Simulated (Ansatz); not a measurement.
# CH3MgS: the cost of one run

Computed with Ansatz 0.2.0. Level: RKS PBE0-D4/def2-SVPD.

1 further run of the same task is left out (set aside as unsound or not needed).

## (1) Starting geometry

6 atoms, charge -1, spin multiplicity 1.

Atoms are counted from 1 here; the program's logs count them from 0.

Bond lengths: C1–Mg2 2.154 Å, C1–H4 1.113 Å, C1–H5 1.113 Å, C1–H6 1.113 Å, Mg2–S3 2.242 Å. Angles: Mg2–C1–H4 112.5°, Mg2–C1–H5 112.4°, Mg2–C1–H6 112.4°, H4–C1–H5 106.3°, H4–C1–H6 106.3°, H5–C1–H6 106.3°, C1–Mg2–S3 179.9°.

As a file:

```xyz
6
charge -1, multiplicity 1
C    -0.5957    0.4984   -0.4116
Mg    0.8631   -0.7238    0.5965
S     2.3829   -1.9943    1.6466
H    -1.4892   -0.0828   -0.7330
H    -0.1869    0.9776   -1.3296
H    -0.9741    1.3249    0.2311
```

## (2) Relaxation

The input, input.yaml:

```yaml
crystal:
  periodic: [false, false, false]
  atoms:
    - { symbol: C, position_ang: [-0.595696, 0.498388, -0.411635] }
    - { symbol: Mg, position_ang: [0.863065, -0.723773, 0.596453] }
    - { symbol: S, position_ang: [2.382909, -1.994313, 1.646641] }
    - { symbol: H, position_ang: [-1.489223, -0.082767, -0.732963] }
    - { symbol: H, position_ang: [-0.186936, 0.977585, -1.329616] }
    - { symbol: H, position_ang: [-0.974108, 1.32488, 0.231111] }
total_charge: -1
basis:
  gaussian: { orbitals: def2-SVPD }
hamiltonian:
  xc: pbe0
  dispersion: d4
output:
  forces: true
relax:
  f_tol: 0.003
  max_steps: 120
```

Started as:

```sh
$ ansatz run input.yaml --threads 1 --pin off --max-ram 2560MiB --backend cpu --events-out ev --progress --plain --runs-dir out
```

Q: Estimate wall time and peak memory on 1 thread of Arm Neoverse V2, shared host.

About 14 s, with a peak of 0.17 GiB.
